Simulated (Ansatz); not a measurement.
System: Cs2AgSbCl6 (Fm-3m, No. 225). Method: r²SCAN (plane waves, PAW; Ansatz, an electronic-structure program).

Run with plane-wave cutoff 560 eV, 6×6×6 k mesh, Fermi–Dirac smearing 0.01 eV, no spin polarisation, scalar-relativistic PAW data made under PBE.

Cell (measured lattice):

AgCs$_{2}$Cl$_{6}$Sb has the cubic space group Fm-3m (No. 225), Pearson symbol cF40. Lattice parameters: a = b = c = 10.6640 Å, α = β = γ = 90.00°. Cs on 8c has 12 Cl at 3.771 Å (cuboctahedral). Sb on 4a is coordinated by 6 Cl at 2.626 Å (octahedral). Ag on 4b is coordinated by 6 Cl at 2.706 Å (octahedral). Cl on 24e is surrounded by 1 Sb at 2.626 Å and 1 Ag at 2.706 Å and 4 Cs at 3.771 Å (octahedral). (Neighbours: up to the widest gap in distance over summed covalent radii, below 1.35, at either atom; cation-cation and far metal-metal contacts left out.)
(The calculation used a cell of 10 atoms; values per cell refer to that cell.)

Question: Estimate the band gap, smallest direct gap on the k points sampled and Γ–Γ gap that the calculation returns.

Answer: 
* **band gap**: 1.64 eV
* **smallest direct gap on the k points sampled**: 2.71 eV
* **Γ–Γ gap**: 3.94 eV

Note: cell and atoms aren't relaxed at this level (largest force component 0.21 eV/Å, pressure 0.6 GPa).

Spin–orbit coupling is not included.

The computed numbers hold no vibrational or temperature effects.
